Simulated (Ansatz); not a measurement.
Input file:

```yaml
crystal:
  periodic: [false, false, false]
  atoms:
    - {symbol: Ge, position_ang: [0.003441, 0.001265, -0.000488]}
    - {symbol: H, position_ang: [1.524471, 0.056127, 0.004606]}
    - {symbol: H, position_ang: [-0.967992, 1.413994, 0.014826]}
    - {symbol: H, position_ang: [-0.804432, -1.561321, 0.015740]}
basis:
  gaussian: {orbitals: STO-3G, point_charges: [{charge: 0.50, position_ang: [5.351, 0.914, 0.374]}]}
total_charge: -1
magnetization: {spin_polarized: false, initial_magnetization: 2}
correlation: {method: ccsdt_q_b, electrons: all, diis_vectors: 12}
accuracy: high
```

```sh
$ ansatz run in.yaml --threads 1 --pin off --events-out ev --progress --plain --max-ram 2393MiB
```

Output:

```
257 factors; integrals over basis functions are off by at most 1.4e-8 eV
mean field evaluation 1: about -55868.0179 eV, gradient 4.7e0 eV
mean field evaluation 2: about -55868.0802 eV, gradient 4.7e0 eV
mean field evaluation 4: about -55868.2815 eV, gradient 4.4e-1 eV
mean field evaluation 8: about -55868.2838 eV, gradient 1.6e-6 eV
mean field -55868.28384686 eV, -2053.1215624891 hartree, gradient 2.0e-8 eV, S^2 2.000000; 0 other end points of the search recorded, 0 dependent functions left out
mean field evaluation 16: about -55868.0858 eV, gradient 4.6e0 eV
reference -55868.28384686 eV, -2053.1215624891 hartree; 19, 17 occupied and 2, 4 virtual orbitals, 257 factors
second order -0.93832960 eV of doubles, -0.08716614 eV of singles
cycle   1  -1.34269987 eV  change   -3.1e-1 eV  update   6.0e-2
cycle   2  -1.56460692 eV  change   -2.2e-1 eV  update   2.8e-2
cycle   3  -1.57365158 eV  change   -9.0e-3 eV  update   7.5e-3
cycle   4  -1.57898610 eV  change   -5.3e-3 eV  update   4.2e-3
cycle   5  -1.58148059 eV  change   -2.5e-3 eV  update   1.7e-3
cycle   6  -1.58125655 eV  change    2.2e-4 eV  update   9.4e-4
cycle   7  -1.58106092 eV  change    2.0e-4 eV  update   5.2e-4
cycle   8  -1.58118751 eV  change   -1.3e-4 eV  update   2.0e-4
cycle   9  -1.58118317 eV  change    4.3e-6 eV  update   1.2e-4
cycle  10  -1.58115266 eV  change    3.1e-5 eV  update   5.0e-5
cycle  11  -1.58114124 eV  change    1.1e-5 eV  update   1.1e-5
cycle  12  -1.58114631 eV  change   -5.1e-6 eV  update   5.4e-6
cycle  13  -1.58114765 eV  change   -1.3e-6 eV  update   2.4e-6
cycle  14  -1.58114653 eV  change    1.1e-6 eV  update   1.3e-6
cycle  15  -1.58114648 eV  change    5.1e-8 eV  update   5.6e-7
cycle  16  -1.58114649 eV  change   -1.0e-8 eV  update   2.4e-7
cycle  17  -1.58114654 eV  change   -5.2e-8 eV  update   1.0e-7
cycle  18  -1.58114657 eV  change   -3.1e-8 eV  update   3.4e-8
cycle  19  -1.58114655 eV  change    2.4e-8 eV  update   1.9e-8
cycle  20  -1.58114651 eV  change    3.5e-8 eV  update   1.8e-8
cycle  21  -1.58114650 eV  change    1.5e-8 eV  update   8.9e-9
cycle  22  -1.58114649 eV  change    6.4e-9 eV  update   4.6e-9
cycle  23  -1.58114649 eV  change   -1.5e-9 eV  update   2.1e-9
perturbative correction -0.00007013 eV, -0.0000025774 hartree
Total energy: -55869.86506348 eV, -2053.1796711283 hartree
```

Ran on 1 thread of Arm Neoverse V2, shared host: 6 s wall, 0.44 GiB peak host memory.
